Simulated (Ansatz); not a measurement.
Born–Oppenheimer molecular dynamics of CH2BLi (5 atoms, charge 0, multiplicity 1). It goes on from the last frame of an earlier run, with new velocities.

All numbers below come from RKS LDA/def2-SVPD (Ansatz 0.2.0).

```json
{
  "ensemble": "NVE (velocity Verlet)",
  "time step": "1 fs",
  "steps asked": "150",
  "starting velocities drawn for": "400 K",
  "masses": "H 10 u",
  "seed": "152991"
}
```

First frame:

```xyz
5
Properties=species:S:1:pos:R:3
Li -2.719 0.710 0.454
B -0.702 0.248 0.421
C 0.600 0.322 -0.004
H 0.640 -0.662 -0.589
H 1.517 0.951 -0.069
```

What does the run give?

The run went to its last step.

```yaml
steps_done: 150
time_covered: 150 fs
mean_temperature_over_the_second_half: 372 K
spread_of_the_potential_energy_over_the_second_half: 9.1 meV per atom
mean_potential_energy_of_the_second_half_above_the_start: 2.3 meV per atom
```

The conserved energy stayed within 0.36 meV per atom of its start (net change 0.091 meV per atom), so the integration is sound. A run of 0.15 ps of so small a system gives no equilibrium averages.

What happens to the structure?

The same pairs are bonded in the first frame and the last. Pairs count as bonded within 1.25 times the sum of covalent radii (0.12 Å more for H–H). Another seed would give other details.

How do temperature and energy run in time?


```
time (fs)  T (K)  potential energy less start (eV)  conserved less start (meV/atom)
      0.0    400                             0.000                             0.00
      5.0    235                             0.065                             0.17
     10.0    217                             0.072                             0.22
     15.0    473                            -0.029                            -0.05
     20.0    218                             0.072                             0.27
     25.0    407                            -0.002                             0.08
     30.0    440                            -0.015                             0.07
     35.0    381                             0.008                             0.16
     40.0    497                            -0.037                             0.10
     45.0    406                            -0.002                             0.10
     50.0    394                             0.003                             0.22
     55.0    540                            -0.055                            -0.08
     60.0    203                             0.078                             0.35
     65.0    527                            -0.050                            -0.09
     70.0    271                             0.051                             0.27
     75.0    387                             0.005                             0.08
     80.0    487                            -0.033                             0.07
     85.0    365                             0.015                             0.24
     90.0    581                            -0.071                            -0.06
     95.0    393                             0.004                             0.20
    100.0    330                             0.028                             0.15
    105.0    385                             0.006                            -0.01
    110.0    115                             0.112                             0.27
    115.0    277                             0.048                             0.08
    120.0    297                             0.040                             0.04
    125.0    197                             0.080                             0.25
    130.0    519                            -0.046                            -0.06
    135.0    315                             0.034                             0.27
    140.0    481                            -0.032                            -0.03
    145.0    392                             0.004                             0.20
    150.0    419                            -0.007                             0.09
```

The run took 81 s on 1 thread of Arm Neoverse V1 (shared host), peak memory 0.22 GiB.
